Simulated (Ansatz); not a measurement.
# OPSi: the cost of one run

Program: Ansatz 0.2.0, Gaussian basis. Level of theory: def2-TZVPP, core rule «outside noble gas», up to 11 orbitals frozen. These are calculated values, not measurements.

Plan: UHF; ROHF; CCSD(T) on UHF.

## Step 1: The system

The geometry is a PBE0/def2-TZVP stationary point (not a proven minimum).

3 atoms, charge 0, spin multiplicity 4.

Atoms are counted from 1 here; the program's logs count them from 0.

Bond lengths: O1–P2 1.484 Å, P2–Si3 2.271 Å. Angles: O1–P2–Si3 116.0°.

As a file:

```
atom   x (Å)    y (Å)    z (Å)
  O1  0.0000  -0.6220   1.6032
  P2  0.0000   0.4735   0.6015
 Si3  0.0000  -0.1679  -1.5766
```

## Step 2: UHF

File in.yaml:

```yaml
crystal:
  periodic: [false, false, false]
  atoms:
    - {symbol: O, position_ang: [0.000000, -0.621986, 1.603231]}
    - {symbol: P, position_ang: [0.000000, 0.473546, 0.601473]}
    - {symbol: Si, position_ang: [0.000000, -0.167920, -1.576637]}
basis:
  gaussian: {orbitals: def2-TZVPP}
magnetization: {spin_polarized: true, initial_magnetization: 3}
hamiltonian: {xc: hf}
output: {orbitals: {seedname: orbitals}}
```

Started as:

```bash
$ ansatz run in.yaml --threads 1 --pin off --events-out ev --progress --plain --max-ram 4096MiB --backend cpu
```

What time and memory should one allow on 1 thread of AMD EPYC 7R13, shared host?

About 9.5 s, with a peak of 0.32 GiB.
